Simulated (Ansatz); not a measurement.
# CH6NSi+: single points off equilibrium

The task here is to estimate one member of a computed series from the others.

Program: Ansatz 0.2.0, Gaussian basis. Level of theory: single points in def2-TZVPP. These are calculated values, not measurements.

Correlated methods freeze the cores.

### Starting geometry

SMILES `[CH2+]N[SiH3]`, 9 atoms, charge 1, spin multiplicity 1.

Atoms are counted from 1 here; the program's logs count them from 0.

Bond lengths: C1–N2 1.255 Å, C1–H4 1.070 Å, C1–H5 1.081 Å, N2–Si3 1.886 Å, N2–H6 1.040 Å, Si3–H7 1.492 Å, Si3–H8 1.455 Å, Si3–H9 1.471 Å. Angles: N2–C1–H4 116.9°, N2–C1–H5 122.8°, H4–C1–H5 120.2°, C1–N2–Si3 129.1°, C1–N2–H6 116.8°, Si3–N2–H6 114.0°, N2–Si3–H7 98.5°, N2–Si3–H8 100.8°, N2–Si3–H9 99.6°, H7–Si3–H8 117.4°, H7–Si3–H9 115.2°, H8–Si3–H9 119.1°.

Geometry (Å):

```xyz
9
charge 1, multiplicity 1
C    -0.8270    0.8110   -0.9300
N     0.0705    0.6096   -0.0762
Si    0.5878   -1.0057    0.7489
H    -1.3973   -0.0385   -1.2415
H    -1.0655    1.7947   -1.3090
H     0.5755    1.4463    0.2790
H     1.9957   -1.0638    0.2575
H    -0.3660   -1.9313    0.1576
H     0.4326   -0.6217    2.1607
```

Set-up of the first run:

Contents of run/in.yaml:

```yaml
crystal:
  periodic: [false, false, false]
  atoms:
    - {symbol: C, position_ang: [-0.827000, 0.811000, -0.930000]}
    - {symbol: N, position_ang: [0.070500, 0.609600, -0.076200]}
    - {symbol: Si, position_ang: [0.587800, -1.005700, 0.748900]}
    - {symbol: H, position_ang: [-1.397300, -0.038500, -1.241500]}
    - {symbol: H, position_ang: [-1.065500, 1.794700, -1.309000]}
    - {symbol: H, position_ang: [0.575500, 1.446300, 0.279000]}
    - {symbol: H, position_ang: [1.995700, -1.063800, 0.257500]}
    - {symbol: H, position_ang: [-0.366000, -1.931300, 0.157600]}
    - {symbol: H, position_ang: [0.432600, -0.621700, 2.160700]}
basis:
  gaussian: {orbitals: def2-TZVPP}
total_charge: 1
correlation: {method: ccsd_t}
output: {forces: true}
```

No record of the launch command was kept for these runs.

Steps of the session up to this table: CCSD(T)/def2-TZVPP; PBE0-D4/def2-TZVPP; wB97M-V/def2-TZVPP; r2SCAN-D4/def2-TZVPP; PBE-D4/def2-TZVPP; SPW92/def2-TZVPP; r2SCANh-D4/def2-TZVPP.

One table of the session follows, with a row left open; its other results are not shown here.

| method | RMS force component (eV/Å) | angle to CCSD(T) forces (°) |
| --- | --- | --- |
| CCSD(T) | 0.676 | reference |
| PBE0-D4 | ? | ? |
| wB97M-V | 0.529 | 13.2 |
| r2SCAN-D4 | 0.560 | 10.8 |
| PBE-D4 | 0.597 | 14.7 |
| SPW92 | 0.515 | 32.8 |
| r2SCANh-D4 | 0.539 | 14.7 |

**Question.** Estimate the row for PBE0-D4.

**Answer.** RMS force component (eV/Å): 0.522; angle to CCSD(T) forces (°): 17.7. In the column «RMS force component (eV/Å)» it lies between SPW92 (0.515) and wB97M-V (0.529).
